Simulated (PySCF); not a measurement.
Cubic BN: correlation energy from several methods in one and the same small orbital space (PySCF; 2 atoms at the zone centre, 8 electrons in 17 orbitals, empty ones MP2 natural orbitals of a TZ basis, lattice constant set to 3.50752 Å). Its volume lies 9 % below that of the crystal's usual cell. It tests the methods against each other and lies far from the crystal's limit.

```
method    E_corr (eV per atom)  share of full CI (%)  error (meV)
--------  --------------------  --------------------  -----------
MP2                    -2.1388                  79.6          547
CCSD                   -2.6380                  98.2           47
CCSD(T)                -2.6720                  99.5           13
CCSDT                  -2.6811                  99.8            4
CCSDT(Q)               -2.6848                 100.0            1
CCSDTQ                 -2.6853                 100.0            0
full CI                -2.6854                 100.0            0
```

The Hartree–Fock determinant has a weight of 0.93 in the full CI state.

MP2, (T) and (Q) use filled levels shifted down by the Madelung term, which in so small a cell is a large part of the gap, so these rows hang on it.
